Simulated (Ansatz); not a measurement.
I need harmonic frequencies at the relaxed geometry of C2H5Al, SMILES [CH2]1[CH2][AlH]1. Use Ansatz's Python interface. Use (for the species named): B3LYP, def2-SVP basis, multiplicity 1, D3BJ dispersion.

| atom | x (Å) | y (Å) | z (Å) |
| --- | --- | --- | --- |
| C | -0.6744 | 0.2455 | -0.4445 |
| C | 0.7058 | 0.5297 | -0.0039 |
| Al | -0.1513 | -1.0331 | 0.8824 |
| H | -0.7340 | -0.0669 | -1.5037 |
| H | -1.4386 | 1.0533 | -0.1216 |
| H | 0.8353 | 1.4610 | 0.6149 |
| H | 1.4976 | 0.3097 | -0.7751 |
| H | 0.0516 | -2.5563 | 1.2957 |

The script, `freq_c2h5al.py`:
```python
import itertools
import warnings

import ansatz as az
from ase import Atoms
from ase.data import atomic_numbers, covalent_radii
import numpy as np

warnings.simplefilter("ignore", az.DeckWarning)

atoms = Atoms(["C", "C", "Al", "H", "H", "H", "H", "H"], positions=[
    (-0.6744, 0.2455, -0.4445),
    (0.7058, 0.5297, -0.0039),
    (-0.1513, -1.0331, 0.8824),
    (-0.734, -0.0669, -1.5037),
    (-1.4386, 1.0533, -0.1216),
    (0.8353, 1.461, 0.6149),
    (1.4976, 0.3097, -0.7751),
    (0.0516, -2.5563, 1.2957),
])
geometry = az.Crystal.molecule_from_ase(atoms)

model = geometry.calculation()
model = model.basis(gaussian="def2-SVP")
model = model.functional("b3lyp", dispersion="d3bj")
symbols = [site.symbol for site in geometry.cartesian_sites]
start = np.array([site.position_ang for site in geometry.cartesian_sites], dtype=float)
r = model.relax(force_tolerance=0.003).run().report
end = np.array(r["positions_ang"])

radius = [covalent_radii[atomic_numbers[s]] for s in symbols]
span = lambda where, i, j: np.linalg.norm(where[i] - where[j])
bonded = [(i, j) for i, j in itertools.combinations(range(len(symbols)), 2) if min(span(start, i, j), span(end, i, j)) < 1.2 * (radius[i] + radius[j])]
print("pair        before    after (A)")
for i, j in bonded:
    print(f"{symbols[i]}{i}-{symbols[j]}{j}".ljust(10), f"{span(start, i, j):8.4f} {span(end, i, j):8.4f}")

minimum = az.Crystal.molecule()
for symbol, place in zip(symbols, end):
    minimum = minimum.atom(symbol, place.tolist())
vibrating = (
    minimum.calculation()
    .basis(gaussian="def2-SVP")
    .functional("b3lyp", dispersion="d3bj")
    .phonons(temperatures=(100, 500, 100))
)
vib = vibrating.run().report["vibrations"]
sums = vib["harmonic_sums"]
modes = [m["omega_inv_cm"] for m in sums["modes_at_gamma"] if m["rigid_motion"] == "no"]
for number, w in enumerate(modes, start=1):
    print(f"mode {number:2d} {w:9.1f} 1/cm {w / 8065.544 * 1000:8.2f} meV")
print("imaginary modes:", sum(w < 0 for w in modes), " zero-point energy:", round(sums["zero_point_energy_ev"], 4), "eV")
print("T (K)   F_vib (eV)   S_vib (meV/K)   C_vib (meV/K)")
for row in zip(sums["temperatures_k"], sums["vibrational_free_energy_ev"], vib["entropy_ev_per_k"], vib["heat_capacity_ev_per_k"]):
    print(f"{row[0]:6.1f} {row[1]:11.4f} {1000 * row[2]:13.4f} {1000 * row[3]:15.4f}")
```

```console
$ python freq_c2h5al.py
pair        before    after (A)
C0-C1        1.4764   1.5893
C0-Al2       1.9155   1.9219
C0-H3        1.1059   1.0997
C0-H4        1.1579   1.0997
C1-Al2       1.9906   1.9219
C1-H5        1.1256   1.0997
C1-H6        1.1270   1.0997
Al2-H7       1.5913   1.5730
mode  1     274.8 1/cm    34.07 meV
mode  2     383.7 1/cm    47.57 meV
mode  3     468.0 1/cm    58.02 meV
mode  4     618.4 1/cm    76.67 meV
mode  5     633.2 1/cm    78.51 meV
mode  6     634.9 1/cm    78.72 meV
mode  7     839.5 1/cm   104.08 meV
mode  8     901.2 1/cm   111.74 meV
mode  9     948.1 1/cm   117.55 meV
mode 10     993.6 1/cm   123.19 meV
mode 11    1176.9 1/cm   145.92 meV
mode 12    1379.4 1/cm   171.02 meV
mode 13    1393.5 1/cm   172.77 meV
mode 14    1974.7 1/cm   244.83 meV
mode 15    3066.2 1/cm   380.16 meV
mode 16    3073.1 1/cm   381.02 meV
mode 17    3130.3 1/cm   388.11 meV
mode 18    3148.1 1/cm   390.32 meV
imaginary modes: 0  zero-point energy: 1.5521 eV
T (K)   F_vib (eV)   S_vib (meV/K)   C_vib (meV/K)
 100.0      1.5519        0.0117          0.0448
 200.0      1.5472        0.0950          0.2281
 300.0      1.5313        0.2262          0.4295
 400.0      1.5014        0.3739          0.5990
 500.0      1.4565        0.5225          0.7321
```

What to keep in mind:
- The frequencies are harmonic and unscaled, in a modest basis.
- b3lyp holds the VWN-RPA fit, as in Gaussian; the form of ORCA and Turbomole is b3lyp5.
- Timing: 110 s on 1 thread of Intel(R) Xeon(R) Platinum 8259CL CPU @ 2.50GHz (Skylake/Cascade Lake), with other jobs on the host, peak memory 0.22 GiB.
